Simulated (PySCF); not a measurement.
All values below come from PBE-D3(BJ)/def2-TZVP // B3LYP-D3(BJ)/def2-TZVP (PySCF). Gas-phase values, no solvent. 

Reference species (SMILES): `F[Si](O)(F)F` (neutral, multiplicity 1).

The HOMO is -8.80 eV and the LUMO is -0.78 eV.

Changed species: `F[Si](F)(F)F` (0 of 4 F replaced by OH; the reference has 1 of 4 F replaced by OH).

Problem. Predict the effect on the HOMO and LUMO.

Solution. the HOMO decreases by 1.78 eV, to -10.58 eV; the LUMO goes up by 0.18 eV, to -0.60 eV.
